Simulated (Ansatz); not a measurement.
Conformers of BH₃O₂, SMILES `OBO`, each relaxed with PBE0-D4/def2-TZVP in Ansatz. CBS adds the triple-zeta coupled-cluster correction to the MP2 limit.

Not all of them had a frequency check.

Conformer A:

Cartesian coordinates in Å:
```
O -1.091 -0.124 -0.720
B 0.045 0.074 -0.006
O 0.445 -0.941 0.800
H -1.319 0.628 -1.267
H 0.669 1.102 -0.084
H 1.251 -0.739 1.276
```

Conformer B:

Z-matrix (Å, degrees):
```
B
O 1 1.353
O 1 1.364 2 119.3
H 1 1.198 2 118.4 3 180.0
H 2 0.963 1 112.3 3 0.0
H 3 0.958 1 113.2 2 180.0
```

Which is lowest in electronic energy at CCSD(T)/CBS (frozen core, def2 sets), and by how much? (An estimate is asked.)

Ansatz gave: B; A lies 4.6 kJ/mol higher.

Give the energies relative to B (kJ/mol) with PBE0-D4/def2-TZVPP, B3LYP-D4/def2-TZVPP, PBE0/def2-TZVPP, B3LYP/def2-TZVPP, HF/def2-TZVPP, CCSD(T)/def2-TZVPP, MP2/def2-QZVPP. (Estimate.)

The calculation gave: 
| level | A |
| --- | --- |
| PBE0-D4/def2-TZVPP | 4.9 |
| B3LYP-D4/def2-TZVPP | 5.2 |
| PBE0/def2-TZVPP | 4.9 |
| B3LYP/def2-TZVPP | 5.2 |
| HF/def2-TZVPP | 5.8 |
| CCSD(T)/def2-TZVPP | 5.0 |
| MP2/def2-QZVPP | 4.4 |

B3LYP here is the variant with VWN-RPA as its local correlation; programs differ in this.
